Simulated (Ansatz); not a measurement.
# Worked example: correlation energy of H2B–O, quartet

Geometry: that of the H2B–O, doublet, kept fixed. The doublet lies 7.0 eV lower here.

```xyz
4

B     0.0000    0.0000    0.6689
O     0.0000    0.0000   -0.6123
H     0.0000    1.0503    1.2721
H     0.0000   -1.0503    1.2721
```

Basis cc-pVDZ; Ansatz 0.2.0. Only valence electrons are correlated (noble-gas cores frozen), which leaves 11 electrons in 36 orbitals. R marks a restricted (for open shells ROHF) determinant, U an unrestricted one.

Full CI isn't at hand for all of this; UCCSDT(Q) serves as the reference, and is uncertain by the last step of the cluster series or more.

UCCSD has a T1 diagnostic of 0.026 and a largest doubles amplitude of 0.04.

Runs differ by some tens of microhartree through their thresholds and, for an open shell, their frozen cores, so steps under 0.03 kcal/mol mean nothing.

| level | total energy (hartree) |
| --- | --- |
| UHF | -100.468386 |
| UMP2 | -100.682924 |
| UCCSD | -100.716565 |
| UCCSD(T) | -100.722144 |
| UCCSDT | -100.723030 |
| UCCSDT(Q) | -100.723473 |

Task: What is the correlation energy at UCCSDT(Q), and what share of it do UMP2 and UCCSD(T) recover?

Result: E(corr) = -100.723473 − (-100.468386) = -0.255087 hartree = -6.941 eV. UMP2: -0.214538 / -0.255087 = 84.10 %. UCCSD(T): -0.253758 / -0.255087 = 99.48 %.

Task: By how many kcal/mol does UCCSD(T) miss UCCSDT(Q) (1 hartree = 627.509 kcal/mol), and which steps make up the rest?

Result: -100.722144 − (-100.723473) = 0.001329 hartree = 0.83 kcal/mol. Steps: UCCSDT − UCCSD(T) = -0.56, UCCSDT(Q) − UCCSDT = -0.28 kcal/mol. Differences between like states or geometries often cancel part of this.
